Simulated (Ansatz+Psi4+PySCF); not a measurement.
A calculation with PySCF 2.14.0.

```python
from pyscf import gto, scf, mp

mol = gto.M(atom="""
O 0.000000 0.000000 0.000000
O 0.000000 1.143020 0.703190
O 0.000000 -1.023780 0.629830
""", basis='cc-pvtz', charge=0, spin=0)
mf = scf.RHF(mol)
mf.kernel()
pt = mp.MP2(mf, frozen=3).run()
print(mf.e_tot, pt.e_corr, pt.e_tot)
```

The script is written out from the run's settings.

Results

```
Converged                       : yes
Reference energy                : -224.33875 hartree
Correlation energy              : -0.76074 hartree
Total energy                    : -225.09949 hartree
Spin squared of the determinant : 0.000
```

Caution: large amplitudes, a single reference is doubtful; an unrestricted determinant lies well below.
